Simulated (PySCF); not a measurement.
C4H4OS.
SMILES: `OC1=CSC=C1`

The calculation used PySCF 2.14.0, density-fitted response routines, TDDFT PBE0/def2-SVPD, vertical, gas phase, core orbitals frozen in the response. Geometry: PBE0-D3(BJ)/def2-SVP, one conformer, isolated molecule. Torsions of this conformer, `[OH:1][c:2]1[cH:3][cH:4][s:5][cH:6]1`: H–O1–C2–C3 180°.

Broadening: Gaussians 0.5 eV wide at half height, area fixed by f = 4.319×10⁻⁹ ∫ε dν̃. The width is an assumption, not a result. The curve ends short of the highest state used, and states not computed would add to its high-energy end.

(λ (nm), ε (L mol⁻¹ cm⁻¹)): (189.8, 547), (191.3, 767), (192.8, 1079), (194.3, 1492), (195.8, 2000), (197.3, 2584), (198.9, 3250), (200.4, 3860), (201.9, 4396), (203.4, 4801), (204.9, 5031), (206.4, 5067), (208.0, 4897), (209.5, 4574), (211.0, 4143), (212.5, 3662), (214.0, 3193), (215.5, 2787), (217.1, 2472), (218.6, 2314), (220.1, 2299), (221.6, 2422), (223.1, 2663), (224.6, 2993), (226.1, 3377), (227.7, 3799), (229.2, 4166), (230.7, 4470), (232.2, 4682), (233.7, 4785), (235.2, 4772), (236.8, 4633), (238.3, 4398), (239.8, 4081), (241.3, 3705), (242.8, 3293), (244.3, 2868), (245.9, 2421), (247.4, 2026), (248.9, 1665), (250.4, 1344), (251.9, 1067), (253.4, 834), (255.0, 630), (256.5, 477), (258.0, 356), (259.5, 262), (261.0, 190), (262.5, 136), (264.1, 94), (265.6, 66), (267.1, 46), (268.6, 31), (270.1, 21), (271.6, 14), (273.1, 9)

Problem. Where are the band maxima, and which computed states make them?

Solution. 234 nm (5.29 eV), ε about 4800, made up of S1 (99%); 206 nm (6.02 eV), ε about 5100, made up of S4 (94%) (ε in L mol⁻¹ cm⁻¹; maxima over ε = 5, shares over 10%). The states used: S1 5.29 eV (f 0.088); S2 5.34 eV (f 0.0010); S3 5.84 eV (f 0.0011); S4 6.01 eV (f 0.089); S5 6.14 eV (f 0.0027); S6 6.33 eV (f 0.0063); S7 6.63 eV (f 0.0000); S8 6.86 eV (f 0.0022); S9 6.97 eV (f 0.0045); S10 7.13 eV (f 0.0006).

Problem. On this curve, what absorbance would a 10⁻⁴ mol/L sample give at 248 nm over a 1 cm path?

Solution. 248 nm is 4.999 eV, where ε is about 1900 L mol⁻¹ cm⁻¹, so A = ε c l ≈ 0.19 (Beer–Lambert, with the gas-phase spectrum and the assumed width).

Problem. Coming from long wavelengths, where does ε first pass 100 L mol⁻¹ cm⁻¹?

Solution. At about 264 nm (4.70 eV), 0.59 eV below S1.

Problem. What would ε be at 6.02 eV, the highest of these maxima, with half the width (0.25 eV)?

Solution. About 9740 L mol⁻¹ cm⁻¹ against 5080, a factor of about 1.9; a lone state at its own centre would give exactly 2.

The vertical ionisation energy (ΔSCF) is 8.46 eV, 1.32 eV above S10.

Time: 60 s of wall time. Hardware: x86-64 server, one thread, no GPU, shared host.
